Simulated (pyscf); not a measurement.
Structures and frequencies: ωB97X-D3(BJ)/def2-SVP in PySCF.

### Question
For `[CH3][N]([CH3])[AlH][NH2]` + `[H][H]` -> `[CH3][N]([CH3])[AlH2]` + `[NH3]`, a four-centre exchange (singlet surface; Al–N, H–H broken, Al–H, H–N formed), PBE/def2-TZVP gives ΔE‡ = 18.2 kcal/mol and ΔE = +14.1 kcal/mol (zero: the separated reactants). In which direction and how far do r²SCAN/def2-TZVP, PBE0-D3(BJ)/def2-TZVP, ωB97M-D3(BJ)/def2-TZVP move these?

### Answer
r²SCAN: ΔE‡ = 19.6 kcal/mol, ΔE = +16.7 kcal/mol; PBE0-D3(BJ): ΔE‡ = 18.8 kcal/mol, ΔE = +14.7 kcal/mol; ωB97M-D3(BJ): ΔE‡ = 22.8 kcal/mol, ΔE = +15.4 kcal/mol. PBE's barrier lies under all of them, by 0.7 to 4.6 kcal/mol. Its reaction energy lies under all of them, by 0.6 to 2.6 kcal/mol. On the product side the descent ends in an adduct with a Al–N contact (not fully relaxed), 24.7 kcal/mol under the separated species and 30.8 kcal/mol under the saddle at ωB97X-D3(BJ)/def2-TZVP. What is counted as broken (Al–N) persists as a longer contact in the product adduct; parting that adduct is a step of its own. At the saddle there is also a short Al–H contact that neither side keeps. H₃C–N(CH₃)–AlH₂ lies 36.8 kcal/mol over its isomer H₃C–Al(CH₃)–NH₂, and others may lie lower still (electronic energy, ωB97M-D3(BJ)). One saddle was located; it need not be the lowest between these sides.
